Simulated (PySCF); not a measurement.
# How well do the runs reproduce experiment for oxetane?

**Experimental background.**

NIST CCCBDB Release 22 (SRD 101), experimental dipoles lists, for the gas: dipole moment (microwave Stark effect) 1.94 D.

The runs below try to reproduce these values; the comparison stands at the end.

Species: oxetane, C3H6O.
Atom-mapped SMILES: `[CH2:1]1[CH2:2][O:3][CH2:4]1` (hydrogens: H5, H6 on C1; H7, H8 on C2; H9, H10 on C4)

Structure used (GFN2-xTB), in Å, numbered top down from 1:
```xyz
10
C3H6O angstrom
C     -0.084    0.625   -0.486
C      1.062   -0.197    0.109
O      0.144   -1.043    0.806
C     -0.988   -0.332    0.297
H     -0.123    1.662   -0.165
H     -0.181    0.569   -1.567
H      1.664   -0.761   -0.610
H      1.723    0.337    0.798
H     -1.575    0.121    1.101
H     -1.632   -0.977   -0.306
```

Runs made with PySCF (gas phase, on this GFN2-xTB geometry; no spin–orbit coupling):

```json
{"level": "PBE0/pcSseg-1", "job": "shieldings, charges and field gradients", "basis functions": "98"}
{"level": "CAM-B3LYP/def2-SVPD", "job": "8 singlets by full TDDFT, 3 Tamm–Dancoff triplets, polarisability", "basis functions": "131"}
{"level": "B3LYP/pcJ-1", "job": "spin–spin couplings from 9 perturbed nuclei, spin–dipole term left out", "basis functions": "168"}
```

**Comparison with experiment**

**Dipole moment.** Measured: 1.94 D (NIST CCCBDB Release 22 (SRD 101), experimental dipoles).

```json
{"level": "PBE0/pcSseg-1", "computed (D)": "2.05", "computed − measured (D)": "+0.11", "% (from the printed values)": "+6"}
{"level": "CAM-B3LYP/def2-SVPD", "computed (D)": "2.05", "computed − measured (D)": "+0.11", "% (from the printed values)": "+6"}
{"level": "B3LYP/pcJ-1", "computed (D)": "2.03", "computed − measured (D)": "+0.09", "% (from the printed values)": "+5"}
```

All 3 levels lie above the measurement. The computed dipoles belong to one fixed geometry; measured ones are averaged over vibrations unless marked μe. Magnitudes are compared, not signs.

No measured geometry was used, and the causes of the misses weren't examined.
